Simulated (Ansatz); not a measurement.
We consider chalcopyrite ZnGeP₂, described by LDA (Ansatz, a first-principles code, PAW).

Run with plane-wave cutoff 520 eV, 10×10×10 k mesh, Fermi–Dirac smearing 0.01 eV, scalar-relativistic PAW data made under PBE.

Energies at three volumes about the minimum:

```csv
V (Å³/atom),E − E_lowest (meV/atom)
18.792,2.21
19.175,0.00
19.559,2.06
```

Q: Fit a parabola by hand: where is the minimum, and what is the bulk modulus?

A: Slopes: (0.00 − 2.21)/(19.175 − 18.792) = -5.770 and (2.06 − 0.00)/(19.559 − 19.175) = 5.365 meV/Å³. Curvature E″ = 2 × (5.365 − (-5.770))/(19.559 − 18.792) = 29.035 meV/Å⁶. From the middle of the first interval, the slope vanishes at V0 = 18.9835 − (-5.770)/29.035 = 19.182 Å³/atom. B = V0 E″ = 19.182 × 29.035 meV/Å³ × 0.1602 GPa per meV/Å³ = 89.2 GPa. The full Birch–Murnaghan fit to all volumes gives V0 = 19.175 Å³/atom and B0 = 88.9 GPa.

Shape and atoms are relaxed at each volume.

Measured, for comparison: bulk modulus 79 GPa (room temperature, no zero-point or thermal correction; as tabulated in Isothermal phase behavior of Ag3SbS3, ZnGeP2, and ZnS (abstract)). Computed less measured: bulk modulus +13 %.
